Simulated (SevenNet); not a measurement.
Diamond-structure Ge

Level of theory: the machine-learned potential SevenNet-0 (trained on PBE and PBE+U data).

Cell (relaxed at this level):

```
Ge
1.0
    0.00000     2.87501     2.87501
    2.87501     0.00000     2.87501
    2.87501     2.87501     0.00000
Ge
2
Direct
  0.50000   0.50000   0.50000
  0.75000   0.75000   0.75000
```

| Quantity | Value |
|---|---|
| bulk modulus | 43.3 GPa |
| elastic constant C11 | 61.1 GPa |
| elastic constant C12 | 34.2 GPa |
| elastic constant C44 | 10.4 GPa |
| TO(Γ) frequency | 200 cm⁻¹ |

Measured, for comparison: elastic constant C11 131 GPa, elastic constant C12 49 GPa, elastic constant C44 68 GPa, zone-centre TO phonon frequency 304 cm⁻¹ (low temperature, zero-point motion not removed; as tabulated in Tanner et al. (2021), arXiv:2110.11888). Computed (rounded) less measured: elastic constant C11 -53 %, elastic constant C12 -30 %, elastic constant C44 -85 %, zone-centre TO phonon frequency -34 %.

A machine-learned potential is trained on density-functional data: it inherits that level's misses and adds fitting errors of its own.

Elastic constants are with the ions relaxed.
